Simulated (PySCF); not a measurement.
PySCF input (TPSS/def2-TZVPD):

```python
from pyscf import gto, scf, dft

mol = gto.M(
    atom='''
    C    -0.57228123    0.00747040   -0.00078176
    F     0.71108630   -0.07346237   -0.05506023
    H    -0.92248287    0.17658991    1.10430640
    H    -0.90855118    1.12961277    0.01268942
    H    -1.13505528   -0.68986378   -0.61676320
    ''',
    basis='def2-tzvpd',
    charge=1,
    spin=1,
    verbose=4,
)

mf = dft.UKS(mol, xc='tpss').density_fit(auxbasis='def2-universal-jkfit')
mf.grids.level = 3
mf.conv_tol = 1e-9
mf.max_cycle = 100
mf.max_memory = 1500
mf.kernel()
if not mf.converged:
    mf = mf.newton()
    mf.kernel(mf.make_rdm1())
for _ in range(2):
    mo, _, stable, _ = mf.stability(return_status=True)
    if stable:
        break
    mf.kernel(mf.make_rdm1(mo, mf.mo_occ))
mf.analyze()
```

Output:

```
PySCF version 2.14.0

[INPUT] verbose = 4
[INPUT] num. atoms = 5
[INPUT] num. electrons = 17
[INPUT] charge = 1
[INPUT] spin (= nelec alpha-beta = 2S) = 1
[INPUT] symmetry False subgroup None
[INPUT] Mole.unit = angstrom
[INPUT] Symbol           X                Y                Z      unit          X                Y                Z       unit  Magmom
[INPUT]  1 C     -0.572281230000   0.007470400000  -0.000781760000 AA   -1.081454790929   0.014117010041  -0.001477312295 Bohr   0.0
[INPUT]  2 F      0.711086300000  -0.073462370000  -0.055060230000 AA    1.343758357930  -0.138823759761  -0.104048755056 Bohr   0.0
[INPUT]  3 H     -0.922482870000   0.176589910000   1.104306400000 AA   -1.743239978903   0.333706566262   2.086836653604 Bohr   0.0
[INPUT]  4 H     -0.908551180000   1.129612770000   0.012689420000 AA   -1.716912900350   2.134658762111   0.023979528480 Bohr   0.0
[INPUT]  5 H     -1.135055280000  -0.689863780000  -0.616763200000 AA   -2.144943615442  -1.303653607457  -1.165513531710 Bohr   0.0

nuclear repulsion = 38.523039594276
number of shells = 42
number of NR pGTOs = 140
number of NR cGTOs = 104
basis = def2-tzvpd
ecp = {}

******** <class 'pyscf.df.df_jk.DFUKS'> ********
method = DFUKS
initial guess = minao
damping factor = 0
level_shift factor = 0
DIIS = <class 'pyscf.scf.diis.CDIIS'>
diis_start_cycle = 1
diis_space = 8
diis_damp = 0
SCF conv_tol = 1e-09
SCF conv_tol_grad = None
SCF max_cycles = 100
direct_scf = False
number electrons alpha = 9  beta = 8
XC library pyscf.dft.libxc version 7.1.2
    S. Lehtola, C. Steigemann, M. J. T. Oliveira, and M. A. L. Marques,  SoftwareX 7, 1–5 (2018)
XC functionals = tpss
    J. Tao, J. P. Perdew, V. N. Staroverov, and G. E. Scuseria,  Phys. Rev. Lett. 91, 146401 (2003)
    J. P. Perdew, J. Tao, V. N. Staroverov, and G. E. Scuseria,  J. Chem. Phys. 120, 6898 (2004)
    J. Tao, J. P. Perdew, V. N. Staroverov, and G. E. Scuseria,  Phys. Rev. Lett. 91, 146401 (2003)
    J. P. Perdew, J. Tao, V. N. Staroverov, and G. E. Scuseria,  J. Chem. Phys. 120, 6898 (2004)
radial grids:
    Treutler-Ahlrichs [JCP 102, 346 (1995); DOI:10.1063/1.469408] (M4) radial grids

becke partition: Becke, JCP 88, 2547 (1988); DOI:10.1063/1.454033
pruning grids: <function nwchem_prune>
grids dens level: 3
symmetrized grids: False
atomic radii adjust function: <function treutler_atomic_radii_adjust>
small_rho_cutoff = 0
Set gradient conv threshold to 3.16228e-05
tot grids = 57808
init E= -139.853137526743
  alpha nocc = 9  HOMO = -0.307941976457816  LUMO = -0.0159429821234873
  beta  nocc = 8  HOMO = -0.392278945866025  LUMO = -0.307941976457808

WARN: HOMO -0.307941976457816 >= LUMO -0.307941976457808
[...]
  beta  nocc = 8  HOMO = -0.648671837307369  LUMO = -0.561000796835081
  HOMO = -0.634224669249  LUMO = -0.561000796835  gap/eV = 1.99252
Extra cycle  E= -139.370579405239  delta_E= 9.71e-11  |g|= 1.83e-05  |ddm|= 1.24e-05
converged SCF energy = -139.370579405239  <S^2> = 0.75357754  2S+1 = 2.0035743
uhf_internal: lowest eigs of H = [0.26013529 0.42835583 0.44256901]
<class 'pyscf.df.df_jk.DFUKS'> wavefunction is stable in the internal stability analysis
**** SCF Summaries ****
Total Energy =                        -139.370579405238800
Nuclear Repulsion Energy =              38.523039594275971
One-electron Energy =                 -262.198602505859014
Two-electron Energy =                   84.304983506344229
Two-electron Coulomb Energy =          100.949483099999213
DFT Exchange-Correlation Energy =      -16.644499593654984
HOMO-LUMO gap [eV] =                     1.992523058129749
**** MO energy ****
                             alpha | beta                alpha | beta
MO #1   energy= -24.793164837507   | -24.7829032004454  occ= 1 | 1
MO #2   energy= -10.4349268784838  | -10.4296854955903  occ= 1 | 1
MO #3   energy= -1.52432331525899  | -1.5068190301957   occ= 1 | 1
MO #4   energy= -1.00682166756035  | -0.97828640143144  occ= 1 | 1
MO #5   energy= -0.832018693003445 | -0.816841302074467 occ= 1 | 1
MO #6   energy= -0.800343203694719 | -0.795455921861227 occ= 1 | 1
MO #7   energy= -0.800169204373156 | -0.749946073134208 occ= 1 | 1
MO #8   energy= -0.658698064212093 | -0.648671837307369 occ= 1 | 1
MO #9   energy= -0.63422466924883  | -0.561000796835081 occ= 1 | 0
MO #10  energy= -0.236490208384559 | -0.223241692794349 occ= 0 | 0
MO #11  energy= -0.226669221095994 | -0.208430948824724 occ= 0 | 0
MO #12  energy= -0.222799661155058 | -0.184353879620439 occ= 0 | 0
MO #13  energy= -0.149851513710292 | -0.145791881840296 occ= 0 | 0
MO #14  energy= -0.123302400671257 | -0.111662501707056 occ= 0 | 0
MO #15  energy= -0.114129193101051 | -0.103569787030372 occ= 0 | 0
MO #16  energy= -0.0832780092725433 | -0.0777882321351507 occ= 0 | 0
MO #17  energy= -0.0683949491501799 | -0.06355524261252  occ= 0 | 0
MO #18  energy= -0.0535732192309855 | -0.043583796575081 occ= 0 | 0
MO #19  energy= -0.0260701990630048 | -0.0168592578150637 occ= 0 | 0
MO #20  energy= -0.00178555146811675 | 0.01158325791061   occ= 0 | 0
MO #21  energy= 0.0117307764574543 | 0.0315001832894595 occ= 0 | 0
MO #22  energy= 0.0385318864939671 | 0.0450761385545651 occ= 0 | 0
MO #23  energy= 0.0492797071538855 | 0.0530014177088343 occ= 0 | 0
MO #24  energy= 0.0613244163874966 | 0.0668079419473329 occ= 0 | 0
MO #25  energy= 0.0618381152042431 | 0.0711511898959721 occ= 0 | 0
MO #26  energy= 0.0865673806140426 | 0.0941853609100386 occ= 0 | 0
MO #27  energy= 0.0884506961852029 | 0.0976093852085735 occ= 0 | 0
MO #28  energy= 0.0968883071347997 | 0.100716886749231  occ= 0 | 0
MO #29  energy= 0.113856106986777  | 0.119376830135845  occ= 0 | 0
MO #30  energy= 0.140016638439952  | 0.145676919280576  occ= 0 | 0
MO #31  energy= 0.163649752060332  | 0.166558730327307  occ= 0 | 0
MO #32  energy= 0.177041765966704  | 0.186440995331935  occ= 0 | 0
MO #33  energy= 0.19881966766058   | 0.206896460054039  occ= 0 | 0
MO #34  energy= 0.225405147373279  | 0.230221285070238  occ= 0 | 0
MO #35  energy= 0.225700674002616  | 0.238307090871104  occ= 0 | 0
MO #36  energy= 0.338237426529036  | 0.350140794691492  occ= 0 | 0
MO #37  energy= 0.353339106613309  | 0.37024058035308   occ= 0 | 0
MO #38  energy= 0.372654293121156  | 0.382842727624573  occ= 0 | 0
MO #39  energy= 0.387641870667204  | 0.400239701990712  occ= 0 | 0
MO #40  energy= 0.408111288904514  | 0.4218386043977    occ= 0 | 0
MO #41  energy= 0.439101828493506  | 0.449019462799705  occ= 0 | 0
MO #42  energy= 0.455437500352038  | 0.46367359844426   occ= 0 | 0
MO #43  energy= 0.46695485032219   | 0.473086534020718  occ= 0 | 0
MO #44  energy= 0.505679206866191  | 0.513825161291237  occ= 0 | 0
MO #45  energy= 0.570330988353318  | 0.585035021557016  occ= 0 | 0
MO #46  energy= 0.573568512434049  | 0.591430523756678  occ= 0 | 0
MO #47  energy= 0.721594718975575  | 0.729911906535268  occ= 0 | 0
MO #48  energy= 0.723569281741572  | 0.744538168708405  occ= 0 | 0
MO #49  energy= 0.746723107253213  | 0.75471977594264   occ= 0 | 0
MO #50  energy= 0.816833401344754  | 0.831633224471722  occ= 0 | 0
MO #51  energy= 0.826473149034714  | 0.833342348744785  occ= 0 | 0
MO #52  energy= 0.879123030219027  | 0.88873284377032   occ= 0 | 0
MO #53  energy= 0.98465058491254   | 0.993300624910326  occ= 0 | 0
MO #54  energy= 1.26492541992818   | 1.30134002383147   occ= 0 | 0
MO #55  energy= 1.32030927688451   | 1.35797164794559   occ= 0 | 0
MO #56  energy= 1.34043684393208   | 1.36418306267093   occ= 0 | 0
MO #57  energy= 1.38061301891408   | 1.40549894758175   occ= 0 | 0
MO #58  energy= 1.50047627455471   | 1.52257566940245   occ= 0 | 0
MO #59  energy= 1.50882150973915   | 1.53678292764905   occ= 0 | 0
MO #60  energy= 1.60108011155934   | 1.63074837548202   occ= 0 | 0
MO #61  energy= 1.70134310785523   | 1.72579374207394   occ= 0 | 0
MO #62  energy= 1.72570852529602   | 1.76437682031276   occ= 0 | 0
MO #63  energy= 1.83847474120544   | 1.85673820827372   occ= 0 | 0
MO #64  energy= 1.87078640812901   | 1.90994766116465   occ= 0 | 0
MO #65  energy= 1.94777638211376   | 1.96867326593208   occ= 0 | 0
MO #66  energy= 2.05080254372649   | 2.06845227685728   occ= 0 | 0
MO #67  energy= 2.13751399456812   | 2.15819548287727   occ= 0 | 0
MO #68  energy= 2.19715015351609   | 2.23093692752554   occ= 0 | 0
MO #69  energy= 2.22840764226581   | 2.26067808401124   occ= 0 | 0
MO #70  energy= 2.2658804794331    | 2.27994390734041   occ= 0 | 0
MO #71  energy= 2.34479900386545   | 2.38370945537014   occ= 0 | 0
MO #72  energy= 2.39415746446722   | 2.41542122697813   occ= 0 | 0
MO #73  energy= 2.48025806241613   | 2.50430244447102   occ= 0 | 0
MO #74  energy= 2.73140521928751   | 2.76877218485386   occ= 0 | 0
MO #75  energy= 2.74884731992081   | 2.78270326556625   occ= 0 | 0
MO #76  energy= 2.82051461700419   | 2.85040369978072   occ= 0 | 0
MO #77  energy= 2.89050363668793   | 2.92605833900803   occ= 0 | 0
MO #78  energy= 2.92049152642526   | 2.94647078919184   occ= 0 | 0
MO #79  energy= 2.98686337270739   | 3.01843117153036   occ= 0 | 0
MO #80  energy= 3.03014543961082   | 3.05012768206259   occ= 0 | 0
MO #81  energy= 3.12668639578511   | 3.14929778249261   occ= 0 | 0
MO #82  energy= 3.21288663374685   | 3.25062237310615   occ= 0 | 0
MO #83  energy= 3.25724990993873   | 3.28487241954183   occ= 0 | 0
MO #84  energy= 3.50702165227226   | 3.5428305797638    occ= 0 | 0
MO #85  energy= 3.54302072509034   | 3.57267222580182   occ= 0 | 0
MO #86  energy= 3.69419118065731   | 3.71462970310285   occ= 0 | 0
MO #87  energy= 3.79277221757609   | 3.82510812188348   occ= 0 | 0
MO #88  energy= 3.99780647055572   | 4.04191195632811   occ= 0 | 0
MO #89  energy= 4.25773368045311   | 4.31431370483523   occ= 0 | 0
MO #90  energy= 4.94565576414743   | 4.96559896064287   occ= 0 | 0
MO #91  energy= 6.50203898439521   | 6.52680233466525   occ= 0 | 0
MO #92  energy= 6.50464719579358   | 6.52926921772816   occ= 0 | 0
MO #93  energy= 6.6567729628555    | 6.67841498384276   occ= 0 | 0
MO #94  energy= 6.66519511847775   | 6.68551379502531   occ= 0 | 0
MO #95  energy= 6.99626382895064   | 7.02109623824437   occ= 0 | 0
MO #96  energy= 7.04279286061531   | 7.05641683632577   occ= 0 | 0
MO #97  energy= 7.10753509807105   | 7.12520734846327   occ= 0 | 0
MO #98  energy= 8.09604367211257   | 8.13372018998193   occ= 0 | 0
MO #99  energy= 8.09965261917442   | 8.13776326446443   occ= 0 | 0
MO #100 energy= 8.39835586508168   | 8.43550560039559   occ= 0 | 0
MO #101 energy= 8.44781714986954   | 8.46165842777604   occ= 0 | 0
MO #102 energy= 8.86011269886431   | 8.88049971918464   occ= 0 | 0
MO #103 energy= 22.0235573648366   | 22.03347316344     occ= 0 | 0
MO #104 energy= 56.821462530302    | 56.8341839136302   occ= 0 | 0
[...]
```
